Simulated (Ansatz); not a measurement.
Working through a composite energy at a relaxed geometry of H4Si2, SMILES [SiH][SiH3]

With Ansatz 0.2.0, Python API.

The cells in order, each with its output:

**Cell 1**
```python
import itertools

import ansatz as az
from ase.data import atomic_numbers, covalent_radii
import numpy as np
```

**Cell 2**
```python
mol = (
    az.Crystal.molecule()
    .atom("Si", [1.4581, -0.7597, -0.2863])
    .atom("Si", [-0.6251, 0.0019, -0.0212])
    .atom("H", [2.4117, 0.2502, 0.1961])
    .atom("H", [-0.8705, 0.2696, 1.4038])
    .atom("H", [-1.5809, -1.0064, -0.503])
    .atom("H", [-0.7933, 1.2444, -0.7894])
)
```

**Cell 3**
```python
calc = (
    mol.calculation()
    .basis(gaussian="def2-SVP")
    .functional("pbe0")
    .spin("collinear", total=2)
)
symbols = [site.symbol for site in mol.cartesian_sites]
start = np.array([site.position_ang for site in mol.cartesian_sites], dtype=float)
report = calc.relax(force_tolerance=0.01).run().report
end = np.array(report["positions_ang"])
# pairs closer than 1.2 times the sum of covalent radii, before or after
radius = [covalent_radii[atomic_numbers[s]] for s in symbols]
span = lambda where, i, j: np.linalg.norm(where[i] - where[j])
bonded = [(i, j) for i, j in itertools.combinations(range(len(symbols)), 2) if min(span(start, i, j), span(end, i, j)) < 1.2 * (radius[i] + radius[j])]
print("pair        before    after (A)")
for i, j in bonded:
    print(f"{symbols[i]}{i}-{symbols[j]}{j}".ljust(10), f"{span(start, i, j):8.4f} {span(end, i, j):8.4f}")
for first, second in list(itertools.combinations(bonded, 2)):
    shared = set(first) & set(second)
    if shared and symbols[(j := shared.pop())] != "H":
        i, k = sorted((set(first) | set(second)) - {j})
        u, v = end[i] - end[j], end[k] - end[j]
        angle = np.degrees(np.arccos(np.clip(u @ v / np.linalg.norm(u) / np.linalg.norm(v), -1, 1)))
        print(f"final angle {symbols[i]}{i}-{symbols[j]}{j}-{symbols[k]}{k}: {angle:.2f} deg")
```
Output:
```text
pair        before    after (A)
Si0-Si1      2.2338   2.3237
Si0-H2       1.4704   1.4989
Si1-H3       1.4705   1.4970
Si1-H4       1.4705   1.4935
Si1-H5       1.4705   1.4970
final angle Si1-Si0-H2: 122.76 deg
final angle Si0-Si1-H3: 111.50 deg
final angle Si0-Si1-H4: 106.90 deg
final angle Si0-Si1-H5: 111.50 deg
final angle H3-Si1-H4: 109.12 deg
final angle H3-Si1-H5: 108.65 deg
final angle H4-Si1-H5: 109.12 deg
```

**Cell 4**
```python
minimum = az.Crystal.molecule()
for symbol, place in zip(symbols, end):
    minimum = minimum.atom(symbol, place.tolist())
at_minimum = minimum.calculation().spin("collinear", total=2)
# MP2 extrapolated to the basis limit, plus the small-basis difference CCSD(T) - MP2
level = lambda method, basis: at_minimum.basis(gaussian=basis).correlation(method).run().report
small, large, cluster = level("mp2", "cc-pVDZ"), level("mp2", "cc-pVTZ"), level("ccsd_t", "cc-pVDZ")
corr = lambda each: (each["free_energy_ev"] - each["reference_energy_ev"]) / 27.211386246
mp2_limit = (27 * corr(large) - 8 * corr(small)) / 19
pieces = {"HF / cc-pVTZ": large["reference_energy_ev"] / 27.211386246, "MP2 correlation, DZ-TZ limit": mp2_limit, "CCSD(T) - MP2 / cc-pVDZ": corr(cluster) - corr(small)}
for name, value in pieces.items():
    print(f"{name:32s} {value:14.6f} Ha")
print(f"{'sum':32s} {sum(pieces.values()):14.6f} Ha")
print("T1 diagnostic", round(cluster["correlation"]["coupled_cluster"]["t1_diagnostic"], 4))
```
Output:
```text
HF / cc-pVTZ                        -580.145178 Ha
MP2 correlation, DZ-TZ limit          -0.229377 Ha
CCSD(T) - MP2 / cc-pVDZ               -0.048864 Ha
sum                                 -580.423419 Ha
T1 diagnostic 0.0159
```

Total energies depend on the basis set; only differences at equal settings carry meaning. The sum leaves out core correlation, relativity, the Hartree-Fock basis error and zero-point energy; a DZ-TZ extrapolation is rough. The species is open-shell (spin multiplicity 3). Inner cores stay frozen, so this is valence correlation. For Al to Cl the sets with a tight d function, cc-pV(X+d)Z, are usual. An extrapolation from small basis sets is rough. It ran for 10 s on 1 thread of INTEL(R) XEON(R) PLATINUM 8581C CPU @ 2.10GHz (Emerald Rapids), on a shared host, peak memory 0.28 GiB.
